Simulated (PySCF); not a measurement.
Computed properties of ethanol (C₂H₆O), SMILES CCO

ethanol (C2H6O), SMILES CCO. Coordinates come from a B3LYP-D3(BJ)/def2-TZVP optimisation. Other conformers were not sampled. All values are computed for the isolated molecule unless a solvent is named; none is compared with measurement here.

**Structure.** All 21 harmonic modes at B3LYP-D3(BJ)/def2-TZVP (PySCF) are real, so it is a minimum. With heavy atoms numbered as in [CH3:1][CH2:2][OH:3], the shortest bond between them is C2–O3 at 1.425 Å and the longest C1–C2 at 1.519 Å.

**Vibrations.** The strongest infrared lines (harmonic, unscaled, degenerate partners summed) lie at 1071 cm⁻¹ (124 km/mol, H 43 %, C 34 %, O 24 %), 287 cm⁻¹ (110 km/mol, H 89 %), 2987 cm⁻¹ (65 km/mol, H 93 %). The softest mode is at 265 cm⁻¹ and the zero-point energy is 50.0 kcal/mol.

**Electronic structure.** ωB97X/def2-TZVPD (PySCF) places the frontier levels at -10.42 and 1.96 eV, a gap of 12.38 eV, and gives a dipole moment of 1.75 D and a mean polarisability of 33.1 bohr³. PBE/def2-TZVPD (PySCF) at the same geometry gives -6.25 and -0.41 eV, so its gap is 6.54 eV narrower. An orbital gap is neither the optical nor the fundamental gap.

**Excitations.** TDA-CAM-B3LYP/def2-SVPD (PySCF) has S1 at 7.06 eV (176 nm, f = 0.011, weak); the most intense of the 10 singlets computed lies at 9.98 eV (f = 0.10). T1 (TDA) is at 6.72 eV, 0.34 eV under S1. TDA-PBE/def2-SVPD (PySCF) puts S1 at 6.22 eV. No vertical singlet excitation falls in the visible range (under 3.1 eV).

**NMR.** GIAO shifts at HF/pcSseg-1 (PySCF) (non-relativistic, atoms alike by connectivity averaged): ¹³C from 21.1 to 56.1 ppm against TMS; ¹H from 0.3 to 3.4 ppm against TMS.

**Solvation.** SMD-PBE0/6-31G* (PySCF) gives -4.8 kcal/mol in water, -3.0 kcal/mol in toluene, -4.3 kcal/mol in acetonitrile (1 M in both phases, gas-phase geometry); of these solvents water holds the molecule best.
